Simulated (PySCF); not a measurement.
# Ionisation energy of N by level of theory

N [He] 2s2 2p3 (4S) → N+ [He] 2s2 2p2 (3P), as a difference of total energies. All numbers are calculated (PySCF 2.14, the spin-free X2C one-electron Hamiltonian (Gaussian nucleus), in aug-cc-pCVTZ-DK with one added diffuse shell each of s, p, d, f type (8s7p5d3f, 75 functions)). Correlated levels: valence: 1s2 frozen. The calculations carry no spin-orbit coupling.

```
           method  ionisation energy (eV)
              UHF                  13.887
    MP2 (valence)                  14.582
SCS-MP2 (valence)                  14.321
   CCSD (valence)                  14.440
CCSD(T) (valence)                  14.467
```

A first-order spin-orbit estimate (lowest level to lowest level, LS coupling) adds -0.012 eV.

Errors of the correlated levels include the incompleteness of this basis and the frozen core.

Question: Which method comes closest to the reference value, and which is furthest?

Answer: The reference is 14.534 eV (measured; NIST Atomic Spectra Database, ionization energies). Closest: MP2 (valence) (error 0.036 eV); furthest: UHF (error -0.659 eV), both after the spin-orbit estimate.
